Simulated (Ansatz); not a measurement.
**C₃H₅FO: basis-set convergence**

The task here is to estimate one member of a computed series from the others.

Computed with Ansatz 0.2.0, Gaussian basis. Level: one geometry, several basis sets.

Plan: PBE0-D4/def2-SVP; ωB97M-V/def2-SVP; PBE0-D4/def2-QZVPP; ωB97M-V/def2-QZVPP; the functionals' def2-TZVPP values are taken from earlier runs.

## Structure used throughout

The geometry comes from an earlier relaxation with PBE0-D4 in a triple-zeta def2 set; it is a stationary point, not always the lowest conformer.

SMILES `CC1(F)CO1`, 10 atoms, charge 0, spin multiplicity 1.

Atoms are counted from 1 here; the program's logs count them from 0.

Bond lengths: C1–C2 1.490 Å, C1–H6 1.089 Å, C1–H7 1.091 Å, C1–H8 1.092 Å, C2–F3 1.362 Å, C2–C4 1.452 Å, C2–O5 1.381 Å, C4–O5 1.439 Å, C4–H9 1.087 Å, C4–H10 1.086 Å. Angles: C2–C1–H6 110.0°, C2–C1–H7 110.3°, C2–C1–H8 109.4°, H6–C1–H7 109.3°, H6–C1–H8 109.0°, H7–C1–H8 108.7°, C1–C2–F3 111.2°, C1–C2–C4 126.5°, C1–C2–O5 118.7°, F3–C2–C4 116.5°, F3–C2–O5 113.5°, C4–C2–O5 61.0°, C2–C4–O5 57.0°, C2–C4–H9 120.6°, C2–C4–H10 118.4°, O5–C4–H9 115.2°, O5–C4–H10 114.7°, H9–C4–H10 116.6° and more.

Set-up of the first run:

File in.yaml:

```yaml
crystal:
  periodic: [false, false, false]
  atoms:
    - {symbol: C, position_ang: [-0.816183, -0.966444, 0.009610]}
    - {symbol: C, position_ang: [0.304791, -0.050369, -0.344035]}
    - {symbol: F, position_ang: [1.284660, -0.709112, -1.023010]}
    - {symbol: C, position_ang: [0.707237, 1.141476, 0.382103]}
    - {symbol: O, position_ang: [0.006545, 1.189259, -0.873920]}
    - {symbol: H, position_ang: [-1.582176, -0.422784, 0.561503]}
    - {symbol: H, position_ang: [-0.451426, -1.794132, 0.619162]}
    - {symbol: H, position_ang: [-1.256526, -1.371342, -0.903687]}
    - {symbol: H, position_ang: [0.138780, 1.483436, 1.242812]}
    - {symbol: H, position_ang: [1.747396, 1.449012, 0.332461]}
basis:
  gaussian: {orbitals: def2-SVP}
hamiltonian: {xc: pbe0, dispersion: d4}
output: {orbitals: {seedname: orbitals}}
```

The run is started by

```bash
> ansatz run in.yaml --threads 4 --pin off --events-out ev --progress --plain --max-ram 10444MiB
```

Among the steps run: PBE0-D4 in def2-SVP; ωB97M-V in def2-SVP; PBE0-D4 in def2-QZVPP; ωB97M-V in def2-QZVPP.

One table of the session follows, with a row left open; its other results are not shown here.

It belongs to the step «Density functionals: the series». 

```
functional       basis  HOMO (eV)  LUMO (eV)
   PBE0-D4    def2-SVP      -8.36       2.08
   PBE0-D4  def2-TZVPP      -8.51       1.46
   PBE0-D4  def2-QZVPP      -8.55       0.82
   ωB97M-V    def2-SVP     -10.77       3.70
   ωB97M-V  def2-TZVPP          ?          ?
   ωB97M-V  def2-QZVPP     -10.97       1.88
```

**Question.** Estimate the row for ωB97M-V, def2-TZVPP.

**Answer.** HOMO (eV): -10.93; LUMO (eV): 2.86. In the column «HOMO (eV)» it lies between ωB97M-V, def2-QZVPP (-10.97) and ωB97M-V, def2-SVP (-10.77).
